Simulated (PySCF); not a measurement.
Gas-phase reaction: AlCl₂F + Cl ⇌ AlCl₂ + ClF

Computed with PySCF and rigid-rotor harmonic-oscillator thermochemistry at 1 bar. Table values come from the NASA 1993 polynomials. After a fit of one offset per element over all species, the range-separated, M06-2X, PBE0/def2-QZVP and CCSD(T)/def2-TZVPP enthalpies, where run, lie to one side of the table for AlCl₂ (+44 kJ/mol): a fault of the table's entry, another state or a shared error of the levels is possible; this was not checked at source. † marks an energy on the PBE0/def2-TZVP geometry and frequencies; other levels use their own. CCSD(T) freezes the core. 6-31G* has spherical d functions here. Open shells (unrestricted): Cl (multiplicity 2), AlCl₂ (multiplicity 2); the rest are closed-shell singlets. Spin-orbit splitting is ignored; it lowers the true energy and changes the entropy of Cl. B3LYP is the form with VWN-RPA correlation. For this reaction the table lies outside the span of B3LYP, CCSD(T), M06-2X, MP2, PBE0, r2SCAN, ωB97M-V, ωB97X-V in their largest bases here; which side is off was not settled. CCSD(T) isn't extrapolated to the basis-set limit. The table's entry may be an old estimate for AlCl₂F, AlCl₂, ClF (not checked at source).

```json
[
 {"level": "table", "ΔH°(298 K), kJ": "338.9"},
 {"level": "B3LYP/6-31G*", "ΔH°(298 K), kJ": "383.0"},
 {"level": "CCSD(T)/def2-SVP†", "ΔH°(298 K), kJ": "(withheld)"},
 {"level": "M06-2X/def2-TZVP†", "ΔH°(298 K), kJ": "375.1"},
 {"level": "PBE/def2-TZVP†", "ΔH°(298 K), kJ": "(withheld)"},
 {"level": "PBE0/def2-QZVP†", "ΔH°(298 K), kJ": "(withheld)"},
 {"level": "PBE0/def2-TZVP", "ΔH°(298 K), kJ": "(withheld)"},
 {"level": "ωB97X-V/def2-TZVP†", "ΔH°(298 K), kJ": "385.6"}
]
```

Task: Some entries are withheld; supply them.

Result: 
- CCSD(T)/def2-SVP†, ΔH°(298 K), kJ: 421.6
- PBE/def2-TZVP†, ΔH°(298 K), kJ: 333.7
- PBE0/def2-QZVP†, ΔH°(298 K), kJ: 364.4
- PBE0/def2-TZVP, ΔH°(298 K), kJ: 364.1
